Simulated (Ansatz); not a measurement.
# How far each method lies from RCCSDT(Q) for HBeGa, singlet

Geometry: a point of a stretch scan, not a stationary point.

```xyz
3

Ga    0.0000    0.0161    0.3782
Be    0.0000   -0.2514   -2.6972
H     0.0000    1.1311   -2.0456
```

Basis cc-pVTZ; Ansatz 0.2.0. Only valence electrons are correlated (noble-gas cores and the filled d shells of p-block atoms frozen), which leaves 6 electrons in 72 orbitals. Prefix R: restricted or restricted open-shell reference; prefix U: unrestricted. Active spaces: valence = (6e, 9o) chosen from the atoms' valence shells. No spin–orbit coupling is included, and no scalar relativity.

Full CI isn't at hand for all of this; RCCSDT(Q) serves as the reference, and is uncertain by about the last step of the cluster series. The frozen core follows each run's orbitals, which can shift R against U totals by a few meV for light atoms and by up to 0.1 eV past Ca.

```
UHF ⟨S²⟩                          : 0.923
T1 diagnostic (RCCSD)             : 0.0488
largest doubles amplitude (RCCSD) : 0.282
```

| level | E − E(RCCSDT(Q)) (meV) | share of correlation (%) | wall time |
| --- | --- | --- | --- |
| RHF | 3942 | 0.00 | – |
| RMP2 | 1128 | 71.38 | – |
| RCCSD | 261 | 93.38 | – |
| RCCSD(T) | 57 | 98.55 | 4.5 s |
| BCCD(T) | 62 | 98.43 | 4.6 s |
| RCCSDT | 21 | 99.48 | – |
| CASSCF (valence space) | 1520 | 61.43 | – |
| NEVPT2 (valence space) | 416 | 89.44 | 8.5 s |

The correlation energy at RCCSDT(Q), counted from RHF, is -3.942 eV. That run took 27 s on 1 thread of Arm Neoverse V2, shared host.

Run but not shown, since their state or frozen core can't be matched to the reference's or they repeat it: UHF, UMP2, UCCSD, UCCSD(T), UCCSDT, UCCSDT(Q).

Times hold each run's SCF and search for its determinant on a shared host, so for small cases they say little of a method's own cost; they ran on 1 thread of Arm Neoverse V2.

Natural occupations of CASSCF (valence space) about the gap: 1.964 1.922 1.684 0.275 0.044 0.043 0.027 0.024 0.019; effectively unpaired electrons, Σ n²(2−n)², 0.56.
